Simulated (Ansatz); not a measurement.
**HAlGa, quartet: reading a ladder of total energies**

Geometry: a point of a stretch scan, not a stationary point.

```yaml
atoms:
  - { symbol: Al, position_ang: [0.0000, 0.0000, 0.1932] }
  - { symbol: Ga, position_ang: [0.0000, 0.0000, -2.1504] }
  - { symbol: H, position_ang: [0.0000, 0.0000, 1.9572] }
```

Basis 6-31G (Cartesian d functions); Ansatz 0.2.0. Only valence electrons are correlated (noble-gas cores and the filled d shells of p-block atoms frozen), which leaves 7 electrons in 25 orbitals. Prefix R: restricted or restricted open-shell reference. No spin–orbit coupling is included, and no scalar relativity.

Full CI is exact within this basis and frozen core; it isn't the basis-set limit.

Runs differ by some tens of microhartree through their thresholds and, for an open shell, their frozen cores, so steps under 0.03 kcal/mol mean nothing.

```json
{"level": "RHF", "total energy (hartree)": "-2165.313863"}
{"level": "RMP2", "total energy (hartree)": "-2165.367365"}
{"level": "RCCSD", "total energy (hartree)": "-2165.389497"}
{"level": "RCCSD(T)", "total energy (hartree)": "-2165.391652"}
{"level": "RCCSDT", "total energy (hartree)": "-2165.392526"}
{"level": "RCCSDT(Q)", "total energy (hartree)": "-2165.392746"}
{"level": "full CI", "total energy (hartree)": "-2165.392824"}
```

Problem. What is the correlation energy at full CI, and what share of it do RMP2 and RCCSD recover?

Solution. E(corr) = -2165.392824 − (-2165.313863) = -0.078961 hartree = -2.149 eV. RMP2: -0.053502 / -0.078961 = 67.76 %. RCCSD: -0.075634 / -0.078961 = 95.79 %.

Problem. By how many kcal/mol does RCCSD(T) miss full CI (1 hartree = 627.509 kcal/mol), and which steps make up the rest?

Solution. -2165.391652 − (-2165.392824) = 0.001172 hartree = 0.74 kcal/mol. Steps: RCCSDT − RCCSD(T) = -0.55, RCCSDT(Q) − RCCSDT = -0.14, full CI − RCCSDT(Q) = -0.05 kcal/mol. That is within 1 kcal/mol of the reference in this basis, which itself misses far more of the correlation at the basis-set limit.
